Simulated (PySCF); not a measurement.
Numbering as in the mapped SMILES `[NH2:1][BH2-:2][NH3+:3]`. Each H is labelled by its parent atom.

Geometry: PBE0-D3(BJ)/def2-SVP; GIAO absolute shieldings from PySCF 2.14, gas phase, non-relativistic, averaged over equivalent atoms.

At PBE0/pcSseg-1 (86 basis functions, 5.4 s wall time (3.9 s CPU) on 1 thread of an x86-64 server CPU, shared host):
```json
{"atoms": "N3", "σ (ppm)": "202.9"}
{"atoms": "N1", "σ (ppm)": "243.1"}
{"atoms": "B2", "σ (ppm)": "112.9"}
{"atoms": "H(B2)", "σ (ppm)": "28.42"}
{"atoms": "H(N3)", "σ (ppm)": "29.25"}
{"atoms": "H(N1)", "σ (ppm)": "31.03"}
```

Task: Predict the values at mPW1PW91/pcSseg-2 on the same geometry.

Result: 
| atoms | σ at mPW1PW91/pcSseg-2 | change |
| --- | --- | --- |
| N3 | 203.6 | +0.7 |
| N1 | 237.9 | -5.2 |
| B2 | 110.3 | -2.6 |
| H(B2) | 28.51 | +0.09 |
| H(N3) | 29.19 | -0.06 |
| H(N1) | 30.92 | -0.11 |

The largest change is at N1 (nitrogen bonded to B, 2 H). Cost: 206 basis functions, 15 s wall time (11 s CPU) on 1 thread of an x86-64 server CPU, shared host.
